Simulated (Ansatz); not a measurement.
HLi, relaxed with RKS PBE0-D4/def2-TZVP in the Gaussian-basis code of Ansatz from a GFN2-xTB geometry. The force threshold is 0.005 eV/Å; the program also tests the step.

Charge 0, multiplicity 1.

Start:

```xyz
2

Li   -0.228   -0.240   -0.750
H     0.228    0.240    0.750
```

Problem. By how much does the energy fall, and how many steps does the optimiser take? (Best estimate.)

Solution. Ansatz gave: 0.01 eV, in 2 steps.

Problem. Which bonds change most? (Best estimate.)

Solution. Ansatz gave: Li1–H2 from 1.640 to 1.597 Å.

Problem. Give the relaxed structure. (Best estimate.)

Solution. Ansatz gave: 
```xyz
2

Li   -0.222   -0.234   -0.731
H     0.222    0.234    0.731
```
